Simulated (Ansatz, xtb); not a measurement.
**Two structures of CH4BO−**

Structure a: `C=[BH-]O`, a singlet. Structure b: a singlet given by its coordinates. Both are isolated ions in the gas phase, relaxed with PBE0-D3(BJ)/def2-SVPD; the shapes shown needn't be the lowest conformers.

a (Å):

```tsv
atom	x (Å)	y (Å)	z (Å)
C	0.0321	1.0044	-0.7717
B	-0.0973	-0.2676	-0.0589
O	-1.1492	-1.2279	-0.2666
H	-0.6747	1.3509	-1.5460
H	0.6946	-0.6522	0.8059
H	0.8498	1.7127	-0.5856
H	-1.7272	-0.8726	-0.9459
```

b (Å):

```xyz
7

C     1.0403    0.3045    0.4460
B     1.1314    1.3595   -0.7937
O     0.2380    1.5269   -1.7043
H     1.1178    0.8285    1.4183
H     0.0991   -0.2730    0.4347
H     1.8877   -0.4078    0.4212
H     2.2250    2.0224   -0.7588
```

Close contacts (Å): C1–B2 1.63, B2–O3 1.29, C1–H4 1.11, C1–H5 1.10, C1–H6 1.11, B2–H7 1.28.

Quicker runs give these differences E(b) − E(a): GFN2-xTB −143.0 kJ/mol; HF/STO-3G −101.1 kJ/mol (at GFN2-xTB geometries); r2SCAN-D4/def2-SVPD −81.0 kJ/mol (at GFN2-xTB geometries).

Problem. Estimate E(b) − E(a) at the level CCSD(T)/def2-SVPD + ΔMP2/def2-TZVPPD.

Solution. Calculated at CCSD(T)/def2-SVPD + ΔMP2/def2-TZVPPD: E(b) − E(a) = −70.8 kJ/mol, so structure b lies lower.

How the difference moves with the method:

```json
{"level": "GFN2-xTB", "geometry": "GFN2-xTB", "E(b) − E(a) (kJ/mol)": "−143.0", "departure from the last row (kJ/mol)": "−72.2", "job, with rough time for the two": "optimisation, 0.29 s"}
{"level": "HF/STO-3G", "geometry": "GFN2-xTB", "E(b) − E(a) (kJ/mol)": "−101.1", "departure from the last row (kJ/mol)": "−30.3", "job, with rough time for the two": "single point, 0.28 s"}
{"level": "r2SCAN-D4/def2-SVPD", "geometry": "GFN2-xTB", "E(b) − E(a) (kJ/mol)": "−81.0", "departure from the last row (kJ/mol)": "−10.2", "job, with rough time for the two": "single point, 4.1 s"}
{"level": "PBE0-D3(BJ)/def2-SVPD", "geometry": "PBE0-D3(BJ)/def2-SVPD", "E(b) − E(a) (kJ/mol)": "−78.8", "departure from the last row (kJ/mol)": "−8.0", "job, with rough time for the two": "optimisation, 23 s"}
{"level": "HF/def2-SVPD", "geometry": "PBE0-D3(BJ)/def2-SVPD", "E(b) − E(a) (kJ/mol)": "−79.3", "departure from the last row (kJ/mol)": "−8.5", "job, with rough time for the two": "part of the CCSD(T) run"}
{"level": "MP2/def2-SVPD", "geometry": "PBE0-D3(BJ)/def2-SVPD", "E(b) − E(a) (kJ/mol)": "−85.1", "departure from the last row (kJ/mol)": "−14.3", "job, with rough time for the two": "part of the CCSD(T) run"}
{"level": "CCSD(T)/def2-SVPD", "geometry": "PBE0-D3(BJ)/def2-SVPD", "E(b) − E(a) (kJ/mol)": "−82.6", "departure from the last row (kJ/mol)": "−11.8", "job, with rough time for the two": "single point"}
{"level": "CCSD(T)/def2-SVPD + ΔMP2/def2-TZVPPD", "geometry": "PBE0-D3(BJ)/def2-SVPD", "E(b) − E(a) (kJ/mol)": "−70.8", "departure from the last row (kJ/mol)": "", "job, with rough time for the two": "single point, 24 s"}
```

None of the levels shown reverses the order. The largest departure from CCSD(T)/def2-SVPD + ΔMP2/def2-TZVPPD is that of GFN2-xTB, 72.2 kJ/mol. The last row adds to CCSD(T) the change of the MP2 difference between the two basis sets, here +11.8 kJ/mol.

With harmonic frequencies from PBE0-D3(BJ)/def2-SVPD (ideal gas, rigid rotor, one conformer each, 1000 K, 1 atm): on the last row, ΔE + ΔZPE = −72.8, ΔH = −74.4, ΔG = −77.0 kJ/mol.

The correlated steps freeze 3 core orbitals. Run with Ansatz 0.2.0, xtb 6.7.1; the last row on 1 thread of Intel(R) Xeon(R) Platinum 8259CL CPU @ 2.50GHz (Skylake/Cascade Lake) on a shared host.
